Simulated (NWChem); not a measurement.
System: nitrogen trifluoride (NF₃); SMILES FN(F)F

Here is an NWChem input.

```
start job
memory heap 200 mb stack 900 mb global 1100 mb
geometry units angstroms noautosym nocenter noautoz
  F      0.877004     0.877004    -0.127247
  N      0.000000     0.000000     0.483685
  F     -1.198009     0.321006    -0.127247
  F      0.321006    -1.198009    -0.127247
end
basis spherical
  * library 6-31g*
end
dft
  xc bhlyp
  iterations 150
  vectors input atomic output neutral.movecs
end
task dft energy
charge 1
dft
  odft
  mult 2
  vectors input atomic output cation.movecs
end
task dft energy
```

NWChem printed, in part:

```
             Northwest Computational Chemistry Package (NWChem) 7.3.0
             --------------------------------------------------------

                             Geometry "geometry" -> ""
                             -------------------------

 Output coordinates in angstroms (scale by  1.889725989 to convert to a.u.)

  No.       Tag          Charge          X              Y              Z
 ---- ---------------- ---------- -------------- -------------- --------------
    1 F                    9.0000     0.87700400     0.87700400    -0.12724700
    2 N                    7.0000     0.00000000     0.00000000     0.48368500
    3 F                    9.0000    -1.19800900     0.32100600    -0.12724700
    4 F                    9.0000     0.32100600    -1.19800900    -0.12724700

 Effective nuclear repulsion energy (a.u.)     132.1985133130

                                 NWChem DFT Module
                                 -----------------

 Summary of "ao basis" -> "ao basis" (spherical)
 ------------------------------------------------------------------------------
       Tag                 Description            Shells   Functions and Types
 ---------------- ------------------------------  ------  ---------------------
 F                           6-31g*                  6       14   3s2p1d
 N                           6-31g*                  6       14   3s2p1d

            General Information
            -------------------
          SCF calculation type: DFT
          Wavefunction type:  closed shell.
          No. of atoms     :     4
          No. of electrons :    34
           Alpha electrons :    17
            Beta electrons :    17
          Charge           :     0
          Spin multiplicity:     1
          Use of symmetry is: off; symmetry adaption is: off
          Maximum number of iterations: 150
          AO basis - number of functions:    56
                     number of shells:    24
          Convergence on energy requested:  1.00D-06
          Convergence on density requested:  1.00D-05
          Convergence on gradient requested:  5.00D-04

              XC Information
              --------------
                        BHLYP Method XC Functional
                     Hartree-Fock (Exact) Exchange  0.500
                        Slater Exchange Functional  0.500 local
                    Becke 1988 Exchange Functional  0.500 non-local
              Lee-Yang-Parr Correlation Functional  1.000

             Grid Information
             ----------------
          Grid used for XC integration:  medium
          Radial quadrature: Mura-Knowles
          Angular quadrature: Lebedev.
          Tag              B.-S. Rad. Rad. Pts. Rad. Cut. Ang. Pts.
          ---              ---------- --------- --------- ---------
          F                   0.50       49           6.0       434
          N                   0.65       49           5.0       434
          Grid pruning is: on
          Number of quadrature shells:   196
          Spatial weights used:  Erf1

      Superposition of Atomic Density Guess
      -------------------------------------

 Sum of atomic energies:        -352.41073431

      Non-variational initial energy
      ------------------------------

 Total energy =    -352.715676
 1-e energy   =    -755.517519
 2-e energy   =     270.603329
 HOMO         =      -0.332464
 LUMO         =       0.175134

   convergence    iter        energy       DeltaE   RMS-Dens  Diis-err
 ---------------- ----- ----------------- --------- --------- ---------
 d= 0,ls=0.0,diis     1   -353.6842166566 -4.86D+02  2.65D-02  2.05D+00
 d= 0,ls=0.0,diis     2   -353.4950465857  1.89D-01  1.46D-02  4.94D+00
 d= 0,ls=0.0,diis     3   -353.9135282712 -4.18D-01  1.58D-03  1.79D-02
 d= 0,ls=0.0,diis     4   -353.9153057682 -1.78D-03  6.42D-04  2.58D-03
 d= 0,ls=0.0,diis     5   -353.9156062595 -3.00D-04  3.15D-04  6.29D-05
  Resetting Diis
 d= 0,ls=0.0,diis     6   -353.9156308335 -2.46D-05  3.84D-05  1.35D-06
 d= 0,ls=0.0,diis     7   -353.9156311905 -3.57D-07  5.59D-06  6.33D-08

         Total DFT energy =     -353.915631190501
      One electron energy =     -754.341318504606
           Coulomb energy =      306.237790814163
    Exchange-Corr. energy =      -38.010616813103
 Nuclear repulsion energy =      132.198513313046

 Numeric. integr. density =       33.999999176864

                       DFT Final Molecular Orbital Analysis
                       ------------------------------------

 Vector   15  Occ=2.000000D+00  E=-5.356117D-01
              MO Center= -2.1D-01, -2.1D-01, -9.6D-02, r^2= 1.9D+00
   Bfn.  Coefficient  Atom+Function         Bfn.  Coefficient  Atom+Function
  ----- ------------  ---------------      ----- ------------  ---------------
    31      0.286218  3 F  px                46     -0.283323  4 F  py
    33     -0.265023  3 F  pz                47      0.263252  4 F  pz
    45      0.224339  4 F  px                32     -0.222159  3 F  py
    35      0.207946  3 F  px                50     -0.205899  4 F  py
     3      0.202321  1 F  px                 4     -0.199164  1 F  py

 Vector   16  Occ=2.000000D+00  E=-5.255630D-01
              MO Center= -8.0D-06, -7.7D-06, -1.2D-01, r^2= 2.0D+00
   Bfn.  Coefficient  Atom+Function         Bfn.  Coefficient  Atom+Function
  ----- ------------  ---------------      ----- ------------  ---------------
    32      0.394318  3 F  py                45     -0.394318  4 F  px
     3      0.288656  1 F  px                 4     -0.288656  1 F  py
    36      0.266408  3 F  py                49     -0.266407  4 F  px
     7      0.195021  1 F  px                 8     -0.195021  1 F  py
    31      0.105652  3 F  px                46     -0.105652  4 F  py

[...]
```

Level: BHandHLYP/6-31G* (spherical d), vertical spin-unrestricted ions. Structure relaxed at the B3LYP/6-31G* (spherical d) level.
